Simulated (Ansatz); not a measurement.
# NH (triplet): the correlation ladder, STO-3G

How much of the correlation energy of NH (triplet) does each wave-function method recover here?

Program: Ansatz 0.2.0, Gaussian basis. Level of theory: STO-3G, core rule «outside noble gas», up to 1 orbitals frozen. These are calculated values, not measurements.

To be run: UHF; CCSD(T) on ROHF; CCSD(T) on UHF; BCCD(T) on ROHF; CISD; CCSDT(Q) on ROHF; CCSDT(Q) on UHF; CISDTQ; CCSDTQ on ROHF; CCSDTQ on UHF; CASSCF and MRCISD+Q, 6 electrons in 5 orbitals; CASSCF and NEVPT4(SD), 6 electrons in 5 orbitals; CASSCF and NEVPT2, 6 electrons in 5 orbitals; Full CI.

10 further runs of the same task are left out: 10 set aside as unsound or not needed.

## (1) The system

The geometry is an MP2(full)/6-31G* stationary point (not a proven minimum).

2 atoms, charge 0, spin multiplicity 3.

Atoms are counted from 1 here; the program's logs count them from 0.

Bond lengths: N1–H2 1.039 Å.

## (2) UHF

Input file in.yaml:

```yaml
crystal:
  periodic: [false, false, false]
  atoms:
    - {symbol: N, position_ang: [0.000000, 0.000000, 0.000000]}
    - {symbol: H, position_ang: [0.000000, 0.000000, 1.039430]}
basis:
  gaussian: {orbitals: STO-3G}
magnetization: {spin_polarized: true, initial_magnetization: 2}
hamiltonian: {xc: hf}
output: {orbitals: {seedname: orbitals}}
```

The run is started by

```
$ ansatz run in.yaml --threads 1 --pin off --events-out ev --progress --plain --max-ram 2816MiB --backend cpu
```

After this run come: CCSD(T) on ROHF; CCSD(T) on UHF; BCCD(T) on ROHF; CISD; CCSDT(Q) on ROHF; CCSDT(Q) on UHF; CISDTQ; CCSDTQ on ROHF; CCSDTQ on UHF; CASSCF and MRCISD+Q, 6 electrons in 5 orbitals; CASSCF and NEVPT4(SD), 6 electrons in 5 orbitals; CASSCF and NEVPT2, 6 electrons in 5 orbitals; Full CI.

**Question.** What will the summary of the whole plan be? Wanted: FCI below the RHF energy; RMP2 from FCI; UMP2 from FCI; RCCSD from FCI; RCCSD(T) from FCI; UCCSD(T) from FCI; RCCSDT(Q) from FCI; UCCSDT(Q) from FCI; NEVPT2 valence from FCI.

**Answer**, as computed:

| quantity | value |
| --- | --- |
| FCI below the RHF energy | -0.7410 eV |
| RMP2 from FCI | +274.6 meV |
| UMP2 from FCI | +238.7 meV |
| RCCSD from FCI | 0.0 meV |
| RCCSD(T) from FCI | 0.0 meV |
| UCCSD(T) from FCI | -0.3 meV |
| RCCSDT(Q) from FCI | -0.1 meV |
| UCCSDT(Q) from FCI | -0.4 meV |
| NEVPT2 valence from FCI | 0.0 meV |
| NEVPT4(SD) valence from FCI | 0.0 meV |
| MRCISD+Q valence from FCI | 0.0 meV |
| levels within 1 kcal/mol (43 meV) | CISD, RCCSD, UCCSD, RCCSD(T), UCCSD(T), BCCD(T), RCCSDT, UCCSDT, CISDTQ, RCCSDT(Q), UCCSDT(Q), RCCSDTQ, UCCSDTQ, CASSCF valence, NEVPT2 valence, NEVPT4(SD) valence, MRCISD valence, MRCISD+Q valence |
| T1 diagnostic | 0.017 |
| effectively unpaired electrons | 2.01 |

**Reading.** RCCSD(T) misses by 0.0 meV, 0.0 % of the correlation energy. One determinant dominates. Of the multireference levels listed NEVPT2 valence comes nearest in total energy (0.0 meV), which doesn't show that its space is the better one. These misses are within one basis, not against nature; the frozen cores of restricted and unrestricted runs differ, which can shift their rows.
